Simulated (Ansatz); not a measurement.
We consider fcc Ag, described by LDA in Ansatz (PAW).

Numerical settings: plane-wave cutoff 520 eV, 24×24×24 k mesh, Fermi–Dirac smearing 0.05 eV, no spin polarisation, scalar-relativistic PAW data made under PBE.

Computed at the level's own relaxed cell.

Problem. Give the computed volume per atom, bulk modulus, lattice parameter a and pressure derivative B′ of the bulk modulus.

Solution. 
volume per atom: 16.01 Å³/atom
bulk modulus: 139 GPa
lattice parameter a: 4.001 Å
pressure derivative B′ of the bulk modulus: 5.7

The run finds no gap.

Measured, for comparison: equilibrium volume per atom 16.76 Å³/atom (static lattice: zero-point anharmonic expansion removed; as tabulated in Mejia-Rodriguez and Trickey (2018), arXiv:1807.09216); bulk modulus 110 GPa (corrected for temperature and zero-point phonon effects, our sources range from 104 to 111; as tabulated in Levämäki et al. (2014), arXiv:1402.3671); lattice constant a 4.062 Å (static lattice: zero-point anharmonic expansion removed, our sources range from 4.056 to 4.063; as tabulated in Mejia-Rodriguez and Trickey (2018), arXiv:1807.09216). Computed (rounded) less measured: equilibrium volume per atom -4.5 %, bulk modulus +26 % (+25 % to +34 % over the range), lattice constant a -1.5 % (-1.4 % to -1.5 % over the range).

Static lattice: no zero-point or thermal effects.

Ansatz is a program for electronic structure.
